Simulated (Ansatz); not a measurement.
# B2HF+ (doublet): the correlation ladder, cc-pVTZ

The task here is to estimate one member of a computed series from the others.

The runs use Ansatz 0.2.0, Gaussian basis; cc-pVTZ, core rule «outside noble gas», up to 3 orbitals frozen.

Plan: UHF; CCSD(T) on ROHF; CCSD(T) on UHF; BCCD(T) on ROHF; CCSDT(Q) on ROHF; CCSDT(Q) on UHF.

9 further runs of the same task are left out: 1 that didn't finish, 8 set aside as unsound or not needed. Runs told in other sessions of the task aren't counted.

## The geometry

The geometry is a PBE0/def2-TZVP stationary point (not a proven minimum) of the parent state, kept for this charge and spin.

4 atoms, charge 1, spin multiplicity 2.

Atoms are counted from 1 here; the program's logs count them from 0.

Bond lengths: B1–B2 1.633 Å, B2–F3 1.328 Å, B2–H4 1.205 Å. Angles: B1–B2–F3 125.5°, B1–B2–H4 114.3°, F3–B2–H4 120.2°.

The first run:

Contents of in.yaml:

```yaml
crystal:
  periodic: [false, false, false]
  atoms:
    - {symbol: B, position_ang: [0.000000, -0.285996, 1.615495]}
    - {symbol: B, position_ang: [0.000000, 0.444539, 0.154784]}
    - {symbol: F, position_ang: [0.000000, -0.177695, -1.018097]}
    - {symbol: H, position_ang: [0.000000, 1.648828, 0.202133]}
basis:
  gaussian: {orbitals: cc-pVTZ}
total_charge: 1
magnetization: {spin_polarized: true, initial_magnetization: 1}
hamiltonian: {xc: hf}
output: {orbitals: {seedname: orbitals}}
```

Run with:

```console
> ansatz run in.yaml --threads 1 --pin off --events-out ev --progress --plain --max-ram 4096MiB --backend cpu
```

Steps of the session up to this table: UHF; CCSD(T) on ROHF; CCSD(T) on UHF; BCCD(T) on ROHF; CCSDT(Q) on ROHF; CCSDT(Q) on UHF.

One of the session's tables, all rows but one given; the rest of the session is left out.

It belongs to the step «Misses and costs». 

```
   method  from UCCSDT(Q) (kJ/mol)
     ROHF                  +1080.3
      UHF                  +1076.2
     RMP2                    +95.3
     UMP2                    +93.9
    RCCSD                    +38.8
    UCCSD                    +38.5
 RCCSD(T)                        ?
 UCCSD(T)                     +3.7
  BCCD(T)                     +3.4
   RCCSDT                     +1.5
   UCCSDT                     +1.5
RCCSDT(Q)                     +0.7
UCCSDT(Q)                        0
```

Estimate the missing values for RCCSD(T).

The run gave: from UCCSDT(Q) (kJ/mol): +3.8. In the column «from UCCSDT(Q) (kJ/mol)» it lies between UCCSD(T) (+3.7) and UCCSD (+38.5).

Caveats from the session: Restricted and unrestricted rows rest on different reference determinants; a gap between their highest levels can come from leftover correlation error, from unlike frozen cores or from another state.
